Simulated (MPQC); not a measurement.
**SVWN5/6-31G(d) (spherical functions) run of C4H6 (SMILES C=CC=C)**

Aim: the vertical ionisation energy of C4H6 at SVWN5/6-31G* (spherical functions), from 2 runs. 

The calculation is run with MPQC 2.3.1.

15 further runs of the same task are left out: 4 that didn't finish, 11 set aside as unsound or not needed.

## 1. The system as given

The species is C4H6 (10 atoms), meant as a singlet with charge 0. As SMILES, `C=CC=C`. Geometry: relaxed at PBE0-D4/def2-TZVP. This is one conformer, not always the lowest.

Bond lengths: C1–C2 1.332 Å, C2–C3 1.449 Å, C3–C4 1.332 Å, C1–H5 1.085 Å, C1–H6 1.083 Å, C2–H7 1.088 Å, C3–H8 1.088 Å, C4–H9 1.085 Å, C4–H10 1.083 Å. Some angles: C1–C2–C3 124.1°, C2–C3–C4 124.1°, C1–C2–H7 119.5°, C3–C2–H7 116.4°, C2–C1–H5 121.2°, C2–C1–H6 121.7°, C2–C3–H8 116.4°, C4–C3–H8 119.5°, C3–C4–H9 121.2°, C3–C4–H10 121.7°.

## 2. The energy at SVWN5/6-31G(d) (spherical functions)

mol.in

```
% emacs should use -*- KeyVal -*- mode
molecule<Molecule>: (
    symmetry = c1
    unit = bohr
    { atoms geometry } = {
        C  [ -2.34080375 1.54428419 -2.02465257 ]
        C  [ -1.04388471 0.85680182 0.02022007 ]
        C  [ 1.07544314 -0.87588806 -0.01927521 ]
        C  [ 2.37217320 -1.56374837 2.02578641 ]
        H  [ -1.86081331 0.81844038 -3.88187541 ]
        H  [ -3.91551253 2.84668343 -1.91126900 ]
        H  [ -1.56998446 1.61609378 1.85722284 ]
        H  [ 1.60173186 -1.63499104 -1.85627797 ]
        H  [ 1.89161585 -0.83828251 3.88319821 ]
        H  [ 3.94688198 -2.86595864 1.91240284 ]
    }
)
basis<GaussianBasisSet>: (
    name = "6-31G*"
    molecule = $:molecule
    basisdir = "."
    puream = yes
)
mpqc: (
    checkpoint = no
    savestate = no
    restart = no
    do_energy = yes
    do_gradient = no
    optimize = no
    mole<CLKS>: (
        molecule = $:molecule
        basis = $:basis
        total_charge = 0
        memory = 1000000000
        print_evals = yes
        print_npa = yes
        maxiter = 120
        value_accuracy = 1e-08
        functional<StdDenFunctional>: ( name = "SVWN5" )
        integrator<RadialAngularIntegrator>: ( grid = xfine )
        guess_wavefunction<ExtendedHuckelWfn>: (
            molecule = $:molecule
            total_charge = 0
            multiplicity = 1
            basis<GaussianBasisSet>: (
                name = "STO-3G"
                molecule = $:molecule
            )
        )
    )
)
```

The basis set 6-31G* is read from a file made from the Basis Set Exchange's data (not shown).

The run is started by

```console
mpqc mol.in > mol.out
```

Log:

```text
MPQC: Massively Parallel Quantum Chemistry
[...]
  CLSCF::init: total charge = 0
[...]
  nbasis = 68
[...]
  Integrated electron density error = -0.000831511133
  iter     1 energy = -153.8428028791 delta = 9.87688e-02
  Integrated electron density error = 0.000118116312
  iter     2 energy = -154.3600634299 delta = 3.36007e-02
[...]
  Integrated electron density error = 0.000000034365
  iter    11 energy = -154.4944360023 delta = 1.71658e-06
  Integrated electron density error = 0.000000034370
  iter    12 energy = -154.4944360023 delta = 3.85987e-07
  Integrated electron density error = 0.000000034371
  iter    13 energy = -154.4944360024 delta = 2.21299e-07
  Integrated electron density error = 0.000000034372
  iter    14 energy = -154.4944360024 delta = 1.93078e-08
[...]
  LUMO is    16   A =  -0.056842
  total scf energy = -154.4944360024
Value of the MolecularEnergy: -154.4944360024
[...]
        symmetry = c1
[...]
```

Wall time 25 s (1 thread of Arm Neoverse V2, shared host); peak memory 0.49 GiB.

## 3. The doublet cation, same level

run.in

```
% C4H6
molecule<Molecule>: (
  symmetry = c1
  unit = bohr
  { atoms geometry } = {
    C  [ -2.34080375     1.54428419    -2.02465257 ]
    C  [ -1.04388471     0.85680182     0.02022007 ]
    C  [ 1.07544314    -0.87588806    -0.01927521 ]
    C  [ 2.37217320    -1.56374837     2.02578641 ]
    H  [ -1.86081331     0.81844038    -3.88187541 ]
    H  [ -3.91551253     2.84668343    -1.91126900 ]
    H  [ -1.56998446     1.61609378     1.85722284 ]
    H  [ 1.60173186    -1.63499104    -1.85627797 ]
    H  [ 1.89161585    -0.83828251     3.88319821 ]
    H  [ 3.94688198    -2.86595864     1.91240284 ]
  }
)
basis<GaussianBasisSet>: (
  name = "6-31G*"
  molecule = $:molecule
  basisdir = "."
  puream = yes
)
mpqc: (
  checkpoint = no
  savestate = no
  restart = no
  do_energy = yes
  do_gradient = no
  optimize = no
  mole<UKS>: (
    molecule = $:molecule
    basis = $:basis
    total_charge = 1
    multiplicity = 2
    memory = 1000000000
    print_evals = yes
    print_npa = yes
    maxiter = 120
    value_accuracy = 1e-08
    functional<StdDenFunctional>: ( name = "SVWN5" )
    integrator<RadialAngularIntegrator>: ( grid = xfine )
    guess_wavefunction<UHF>: (
      molecule = $:molecule
      total_charge = 1
      multiplicity = 2
      memory = 1000000000
      value_accuracy = 1e-3
      basis<GaussianBasisSet>: (
        name = "STO-2G"
        molecule = $:molecule
      )
    )
  )
)
```

The basis set 6-31G* is read from a file made from the Basis Set Exchange's data (not shown).

The run is started by

```console
mpqc run.in > run.out
```

Log:

```text
MPQC: Massively Parallel Quantum Chemistry
[...]
  Integrated electron density error = -0.000757081503
  iter     1 energy = -153.8732884665 delta = 1.02601e-01
  Integrated electron density error = -0.000636324420
  iter     2 energy = -154.0576033309 delta = 2.65889e-02
[...]
  Integrated electron density error = 0.000000044748
  iter    49 energy = -154.1664623017 delta = 2.69082e-08
  Integrated electron density error = 0.000000044748
  iter    50 energy = -154.1664623017 delta = 2.03510e-08
  Integrated electron density error = 0.000000044749
  iter    51 energy = -154.1664623017 delta = 1.54354e-08
  Integrated electron density error = 0.000000044749
  iter    52 energy = -154.1664623017 delta = 1.17203e-08
[...]
  <S^2>      = 0.753085
  total scf energy = -154.1664623017
Value of the MolecularEnergy: -154.1664623017
[...]
        symmetry = c1
[...]
        nbasis = 68
[...]
      nalpha = 15
      nbeta = 14
[...]
```

Wall time 95 s (1 thread of Arm Neoverse V2, shared host); peak memory 0.52 GiB.

## 4. Outcome

At SVWN5/6-31G* (spherical functions):

| quantity | value |
| --- | --- |
| singlet C4H6: total energy | -154.49444 Eh |
| singlet C4H6: HOMO energy | -5.63 eV |
| singlet C4H6: LUMO energy | -1.55 eV |
| singlet C4H6: HOMO–LUMO gap | 4.08 eV |
| doublet cation: total energy | -154.16646 Eh |
| doublet cation: ⟨S²⟩ | 0.753 |
| vertical ionisation energy (to the doublet cation) | 8.925 eV |

What this shows: The vertical ionisation energy comes to 8.92 eV (206 kcal/mol). The negative HOMO energy of the first species, 5.63 eV, lies 3.29 eV below that difference.
